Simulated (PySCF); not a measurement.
# C4H5OP: excited-state relaxation, vibronic structure

What do calculations give for the excited-state relaxation, vibronic structure of C4H5OP (`O=[PH]1C=CC=C1`)?

Programs: PySCF 2.14.0, with routines of our own; each step states its level. All values are computed. Atoms count from 0.

### Step 1. The system as given

11 atoms, charge 0, multiplicity 1; geometry from: GFN2-xTB.

### Step 2. Optimising the geometry at PBE0/cc-pVDZ

What the job is given:

```
{"job": {"xc": "PBE0", "basis": "cc-pVDZ", "grid": 1, "kind": "geom"}, "charge": 0, "multiplicity": 1}
O      2.466010    -0.131904    -0.898151
P      1.325228    -0.270782     0.006736
C      0.331678     1.178495     0.446043
C     -0.957568     0.902849     0.220502
C     -1.224856    -0.422988    -0.320497
C     -0.145544    -1.187644    -0.519126
H      1.641793    -0.837983     1.241994
H      0.720713     2.098728     0.844482
H     -1.770263     1.589832     0.401537
H     -2.236923    -0.724611    -0.543541
H     -0.144843    -2.191322    -0.905943
```

Started as:

```sh
> OMP_NUM_THREADS=1 python excited_run.py task.json out
```

This one command runs all jobs of the session in turn.

Log:

```text
step   0  E = -571.57611324  max force = 0.047777
step   1  E = -571.58082710  max force = 0.003080
step   2  E = -571.58088270  max force = 0.000417
step   3  E = -571.58088682  max force = 0.000698
step   4  E = -571.58089092  max force = 0.000471
step   5  E = -571.58089217  max force = 0.000582
step   6  E = -571.58089106  max force = 0.000654
step   7  E = -571.58089497  max force = 0.000789
step   8  E = -571.58091045  max force = 0.000890
step   9  E = -571.58090956  max force = 0.001603
step  10  E = -571.58092713  max force = 0.001123
step  11  E = -571.58094334  max force = 0.000599
step  12  E = -571.58095049  max force = 0.000369
optimisation converged
```

Wall time 33 s (1 thread of Intel Xeon 6975P-C, shared host); peak memory 0.53 GiB.

Step by step:

```
step  energy from step 0 (eV)  largest force component (eV/Å)
   0                   0.0000                          2.4568
   1                  -0.1283                          0.1584
   2                  -0.1298                          0.0214
   3                  -0.1299                          0.0359
   4                  -0.1300                          0.0242
   5                  -0.1300                          0.0299
   6                  -0.1300                          0.0336
   7                  -0.1301                          0.0406
   8                  -0.1305                          0.0458
   9                  -0.1305                          0.0824
  10                  -0.1310                          0.0577
  11                  -0.1314                          0.0308
  12                  -0.1316                          0.0190
```

Distances of close pairs at the start and the end, largest changes first:

```
  bond  before (Å)  after (Å)  change (Å)
 O0–P1       1.463      1.508      +0.046
 P1–H6       1.396      1.438      +0.042
 C3–C4       1.457      1.479      +0.023
 C2–H7       1.076      1.090      +0.014
C5–H10       1.076      1.090      +0.014
 C4–H9       1.079      1.093      +0.014
 C3–H8       1.079      1.093      +0.014
 P1–C5       1.811      1.822      +0.010
```

The next job starts from the end point, and lists it.

```
                         at the end point                value
  point group (found at 0.08 Å tolerance)                   Cs
rotational constants (GHz, main isotopes)  6.416, 2.744, 2.072
                        dipole moment (D)                 4.38
```

### Step 3. Excited-state relaxation: TDA PBE0/cc-pVDZ

What the job is given:

```
{"job": {"kind": "xopt", "state": "S1", "method": "TDA", "freq": false, "xc": "PBE0", "basis": "cc-pVDZ", "grid": 1}, "charge": 0, "multiplicity": 1}
O      2.498787     0.046580    -0.764195
P      1.247731    -0.152905     0.054391
C      0.123008     1.231082     0.423786
C     -1.138088     0.842250     0.170590
C     -1.277447    -0.529577    -0.365642
C     -0.123837    -1.198234    -0.532223
H      1.451331    -0.695723     1.370476
H      0.431059     2.202658     0.808975
H     -2.017179     1.469808     0.338007
H     -2.262475    -0.942585    -0.597606
H     -0.019619    -2.212826    -0.915631
```

Method: TDA PBE0/cc-pVDZ excited-state geometry optimisation, gas phase.

Log:

```text
final grid: 44672 points
cycle   1  E = -571.4077163504  dE =  1.120e+00  |g| = 8.936e-01  |ddm| = 6.494e+00
cycle   2  E = -570.1114849809  dE =  1.296e+00  |g| = 2.470e+00  |ddm| = 4.045e+00
cycle   3  E = -571.5639242808  dE = -1.452e+00  |g| = 2.378e-01  |ddm| = 3.045e+00
cycle   4  E = -571.5769057718  dE = -1.298e-02  |g| = 1.216e-01  |ddm| = 6.494e-01
cycle   5  E = -571.5808764765  dE = -3.971e-03  |g| = 1.613e-02  |ddm| = 2.210e-01
cycle   6  E = -571.5809165225  dE = -4.005e-05  |g| = 1.112e-02  |ddm| = 3.453e-02
cycle   7  E = -571.5809490066  dE = -3.248e-05  |g| = 2.320e-03  |ddm| = 1.694e-02
cycle   8  E = -571.5809504490  dE = -1.442e-06  |g| = 3.614e-04  |ddm| = 4.021e-03
cycle   9  E = -571.5809504940  dE = -4.505e-08  |g| = 7.094e-05  |ddm| = 1.041e-03
cycle  10  E = -571.5809504959  dE = -1.888e-09  |g| = 2.466e-05  |ddm| = 2.181e-04
cycle  11  E = -571.5809504961  dE = -2.046e-10  |g| = 1.141e-05  |ddm| = 6.490e-05
converged SCF energy = -571.5809504961

vertical S1 at the ground-state geometry: 3.9745 eV
step    E(state)/Eh    max force   excitation/eV  root
  0    -571.43120509   0.112224     4.0324      1
  1    -571.45909323   0.050973     2.7176      1
  2    -571.46254323   0.025606     2.5805      1
  3    -571.46289432   0.020120     2.3176      1
  4    -571.46500010   0.005670     2.2862      1
  5    -571.46679795   0.009416     2.1273      1
  6    -571.46820691   0.016073     1.8095      1
  7    -571.46962269   0.012344     1.8157      1
  8    -571.47081830   0.006337     1.6710      1
  9    -571.47099536   0.004011     1.7805      1
 10    -571.47117576   0.002102     1.7516      1
 11    -571.47119898   0.001317     1.7308      1
 12    -571.47120593   0.000370     1.7370      1
optimisation converged
vertical emission 1.7370 eV, adiabatic 2.9863 eV, Stokes shift 2.2376 eV, reorganisation 0.9882 (excited) and 1.2493 eV (ground)
```

Run time: 67 s. Hardware: 1 thread of Intel Xeon 6975P-C, shared host; peak memory 0.6 GiB.

From this job:

```
                 quantity    value
  vertical absorption, S1  3.97 eV
     adiabatic energy, S1  2.99 eV
    vertical emission, S1  1.74 eV
         Stokes shift, S1  2.24 eV
geometry moved (RMSD), S1  0.189 Å
```

Bonds of the start that changed most:

```
 bond  start (Å)  end (Å)
O0–P1      1.508    1.626
C5–P1      1.821    1.746
P1–C2      1.821    1.746
C3–C4      1.480    1.431
C2–C3      1.344    1.390
C4–C5      1.344    1.390
```

### Step 4. Excited-state relaxation: UKS PBE0/cc-pVDZ

Settings changed since step 3:

```diff
@@ -1,2 +1,2 @@
-{"job": {"kind": "xopt", "state": "S1", "method": "TDA", "freq": false, "xc": "PBE0", "basis": "cc-pVDZ", "grid": 1}, "charge": 0, "multiplicity": 1}
+{"job": {"kind": "xopt", "state": "T1", "method": "UKS", "freq": false, "xc": "PBE0", "basis": "cc-pVDZ", "grid": 1}, "charge": 0, "multiplicity": 1}
 O      2.498787     0.046580    -0.764195
```

With the program's defaults for keys left out, this is: UKS PBE0/cc-pVDZ excited-state geometry optimisation, gas phase.

Log:

```text
final grid: 44672 points
cycle   1  E = -571.4077163504  dE =  1.120e+00  |g| = 8.936e-01  |ddm| = 6.494e+00
cycle   2  E = -570.1114849809  dE =  1.296e+00  |g| = 2.470e+00  |ddm| = 4.045e+00
cycle   3  E = -571.5639242808  dE = -1.452e+00  |g| = 2.378e-01  |ddm| = 3.045e+00
cycle   4  E = -571.5769057718  dE = -1.298e-02  |g| = 1.216e-01  |ddm| = 6.494e-01
cycle   5  E = -571.5808764765  dE = -3.971e-03  |g| = 1.613e-02  |ddm| = 2.210e-01
cycle   6  E = -571.5809165225  dE = -4.005e-05  |g| = 1.112e-02  |ddm| = 3.453e-02
cycle   7  E = -571.5809490066  dE = -3.248e-05  |g| = 2.320e-03  |ddm| = 1.694e-02
cycle   8  E = -571.5809504490  dE = -1.442e-06  |g| = 3.614e-04  |ddm| = 4.021e-03
cycle   9  E = -571.5809504940  dE = -4.505e-08  |g| = 7.094e-05  |ddm| = 1.041e-03
cycle  10  E = -571.5809504959  dE = -1.888e-09  |g| = 2.466e-05  |ddm| = 2.181e-04
cycle  11  E = -571.5809504961  dE = -2.046e-10  |g| = 1.141e-05  |ddm| = 6.490e-05
converged SCF energy = -571.5809504961

vertical T1 at the ground-state geometry: 2.7155 eV
step    E(state)/Eh    max force   <S^2>
  0    -571.47848700   0.127614    2.0080
  1    -571.50682253   0.031386    2.0081
  2    -571.50830425   0.019898    2.0081
  3    -571.50887832   0.029057    2.0081
  4    -571.51070354   0.006216    2.0081
  5    -571.51087162   0.002776    2.0080
  6    -571.51097779   0.002362    2.0081
  7    -571.51102813   0.000608    2.0081
  8    -571.51104617   0.000410    2.0081
  9    -571.51105874   0.000574    2.0081
 10    -571.51107155   0.000475    2.0081
 11    -571.51107805   0.000310    2.0081
optimisation converged
vertical emission 1.0879 eV, adiabatic 1.9013 eV, Stokes shift 1.6275 eV, reorganisation 0.8141 (excited) and 0.8134 eV (ground)
```

It took 56 s on 1 thread of Intel Xeon 6975P-C, shared host; peak memory 0.55 GiB.

In short:

```
                                     quantity    value
vertical gap at the ground-state geometry, T1  2.72 eV
                         adiabatic energy, T1  1.90 eV
     vertical gap at the relaxed geometry, T1  1.09 eV
               difference of the two gaps, T1  1.63 eV
                    geometry moved (RMSD), T1  0.145 Å
```

Bonds of the start that changed most:

```
 bond  start (Å)  end (Å)
C3–C4      1.480    1.367
C4–C5      1.344    1.450
C2–C3      1.344    1.449
C5–P1      1.821    1.805
P1–C2      1.821    1.805
O0–P1      1.508    1.513
```

### Step 5. Vibronic structure: TDA PBE0/cc-pVDZ

Settings changed since step 4:

```diff
@@ -1,2 +1,2 @@
-{"job": {"kind": "xopt", "state": "T1", "method": "UKS", "freq": false, "xc": "PBE0", "basis": "cc-pVDZ", "grid": 1}, "charge": 0, "multiplicity": 1}
+{"job": {"kind": "vib", "tda": true, "freq": false, "xc": "PBE0", "basis": "cc-pVDZ", "grid": 1}, "charge": 0, "multiplicity": 1}
 O      2.498787     0.046580    -0.764195
```

Level: TDA PBE0/cc-pVDZ vertical-gradient vibronic structure (displaced harmonic oscillators, Condon), gas phase.

Log:

```text
final grid: 44672 points
cycle   1  E = -571.4077163504  dE =  1.120e+00  |g| = 8.936e-01  |ddm| = 6.494e+00
cycle   2  E = -570.1114849809  dE =  1.296e+00  |g| = 2.470e+00  |ddm| = 4.045e+00
cycle   3  E = -571.5639242808  dE = -1.452e+00  |g| = 2.378e-01  |ddm| = 3.045e+00
cycle   4  E = -571.5769057718  dE = -1.298e-02  |g| = 1.216e-01  |ddm| = 6.494e-01
cycle   5  E = -571.5808764765  dE = -3.971e-03  |g| = 1.613e-02  |ddm| = 2.210e-01
cycle   6  E = -571.5809165225  dE = -4.005e-05  |g| = 1.112e-02  |ddm| = 3.453e-02
cycle   7  E = -571.5809490066  dE = -3.248e-05  |g| = 2.320e-03  |ddm| = 1.694e-02
cycle   8  E = -571.5809504490  dE = -1.442e-06  |g| = 3.614e-04  |ddm| = 4.021e-03
cycle   9  E = -571.5809504940  dE = -4.505e-08  |g| = 7.094e-05  |ddm| = 1.041e-03
cycle  10  E = -571.5809504959  dE = -1.888e-09  |g| = 2.466e-05  |ddm| = 2.181e-04
cycle  11  E = -571.5809504961  dE = -2.046e-10  |g| = 1.141e-05  |ddm| = 6.490e-05
converged SCF energy = -571.5809504961

Singlet excitations (eV, f): 3.975 (0.0032)  4.185 (0.0022)  4.967 (0.0785)  6.605 (0.0392)  6.824 (0.0014)  7.171 (0.0016)

State S1  3.9746 eV  f = 0.00325  H->L 0.74, H-2->L 0.24
  relaxed dipole 1.366 D, largest gradient of the excitation energy 0.1049 Eh/bohr
  mode    cm-1        S   lambda/meV  Raman
   21   1538.9    1.2263     234.0   1.000
   19   1275.2    1.2320     194.8   0.690
   14    931.2    1.3053     150.7   0.390
    1    138.2    3.3719      57.8   0.022
   15    998.0    0.2689      33.3   0.092
    3    429.0    0.5640      30.0   0.036
   17   1083.6    0.1213      16.3   0.049
    9    765.6    0.1382      13.1   0.028
   12    893.3    0.0416       4.6   0.011
   20   1311.7    0.0282       4.6   0.017
    7    730.4    0.0451       4.1   0.008
    5    509.3    0.0490       3.1   0.004
  reorganisation energy 0.7479 eV, total S 8.397, 0-0 3.2266 eV
  absorption maximum 3.925 eV, width 0.782 eV

State S3  4.9672 eV  f = 0.07848  H-2->L 0.72, H->L 0.22
  relaxed dipole 4.350 D, largest gradient of the excitation energy 0.0748 Eh/bohr
  mode    cm-1        S   lambda/meV  Raman
   21   1538.9    1.4391     274.6   1.000
    5    509.3    1.4825      93.6   0.113
   14    931.2    0.6805      78.6   0.173
   12    893.3    0.4325      47.9   0.101
   15    998.0    0.2968      36.7   0.087
    3    429.0    0.6435      34.2   0.035
   19   1275.2    0.1073      17.0   0.051
   17   1083.6    0.0805      10.8   0.028
    9    765.6    0.0955       9.1   0.016
   23   2263.9    0.0158       4.4   0.024
    1    138.2    0.1721       2.9   0.001
    7    730.4    0.0168       1.5   0.003
  reorganisation energy 0.6124 eV, total S 5.467, 0-0 4.3548 eV
  absorption maximum 4.909 eV, width 0.696 eV

State S4  6.6048 eV  f = 0.03918  H-3->L 0.66, H->L+1 0.26
  relaxed dipole 3.367 D, largest gradient of the excitation energy 0.0786 Eh/bohr
  mode    cm-1        S   lambda/meV  Raman
   21   1538.9    1.3759     262.5   1.000
   14    931.2    0.4667      53.9   0.124
   20   1311.7    0.2100      34.1   0.111
    1    138.2    1.4504      24.9   0.009
    3    429.0    0.2801      14.9   0.016
    9    765.6    0.1233      11.7   0.022
   12    893.3    0.0664       7.4   0.016
    5    509.3    0.0796       5.0   0.006
   15    998.0    0.0315       3.9   0.010
   26   3116.2    0.0057       2.2   0.017
   19   1275.2    0.0139       2.2   0.007
   23   2263.9    0.0065       1.8   0.010
  reorganisation energy 0.4282 eV, total S 4.135, 0-0 6.1766 eV
  absorption maximum 6.573 eV, width 0.540 eV

State T1  2.6282 eV  f = 0.00000  H->L 0.80, H-2->L 0.17
  relaxed dipole 4.447 D, largest gradient of the excitation energy 0.0974 Eh/bohr
  mode    cm-1        S   lambda/meV  Raman
   21   1538.9    2.8579     545.3   1.000
    5    509.3    1.4356      90.6   0.055
   15    998.0    0.3799      47.0   0.056
   17   1083.6    0.1903      25.6   0.033
    9    765.6    0.1634      15.5   0.014
   14    931.2    0.0810       9.3   0.010
   19   1275.2    0.0437       6.9   0.010
   20   1311.7    0.0336       5.5   0.009
    1    138.2    0.2481       4.3   0.001
    7    730.4    0.0095       0.9   0.001
  reorganisation energy 0.7538 eV, total S 5.458, 0-0 1.8744 eV
  absorption maximum 2.638 eV, width 0.792 eV
```

It took 9.2 s on 1 thread of Intel Xeon 6975P-C, shared host; peak memory 0.61 GiB.

### Step 6. What came out

| quantity | value |
| --- | --- |
| point group | Cs |
| rotational constants (main isotopes) | 6.42, 2.74, 2.07 GHz |
| vertical absorption, S1 (step 3, TDA PBE0/cc-pVDZ) | 3.97 eV |
| adiabatic energy, S1 (step 3, TDA PBE0/cc-pVDZ) | 2.99 eV |
| vertical emission, S1 (step 3, TDA PBE0/cc-pVDZ) | 1.74 eV |
| Stokes shift, S1 (step 3, TDA PBE0/cc-pVDZ) | 2.24 eV |
| vertical gap at the ground-state geometry, T1 (step 4, UKS PBE0/cc-pVDZ) | 2.72 eV |
| adiabatic energy, T1 (step 4, UKS PBE0/cc-pVDZ) | 1.90 eV |
| vertical gap at the relaxed geometry, T1 (step 4, UKS PBE0/cc-pVDZ) | 1.09 eV |
| difference of the two gaps, T1 (step 4, UKS PBE0/cc-pVDZ) | 1.63 eV |
| S1: vertical, reorganisation, 0-0, total S (step 5, TDA PBE0/cc-pVDZ, modes from GFN2-xTB) | 3.97, 0.75, 3.23 eV; 8.4 |
| S3: vertical, reorganisation, 0-0, total S (step 5, TDA PBE0/cc-pVDZ, modes from GFN2-xTB) | 4.97, 0.61, 4.35 eV; 5.5 |
| S4: vertical, reorganisation, 0-0, total S (step 5, TDA PBE0/cc-pVDZ, modes from GFN2-xTB) | 6.60, 0.43, 6.18 eV; 4.1 |

What this shows: Over 12 steps the energy fell by 0.132 eV; of the close pairs, O0–P1 changed most, 1.463 to 1.508 Å. Where no frequencies were run, the relaxed excited state may be a saddle. In step 3 (excited-state relaxation), among the bonds O0–P1 changes most, from 1.508 to 1.626 Å. In step 4 (excited-state relaxation), among the bonds C3–C4 changes most, from 1.480 to 1.367 Å. The vibronic model keeps the ground-state modes (from xTB) and shifts them along the gradient alone, so it can miss much of the relaxation that a full optimisation finds. ΔSCF (UKS) and response values aren't on one footing and may follow different states, so their differences aren't method errors alone, and singlets and triplets from the two don't rank.
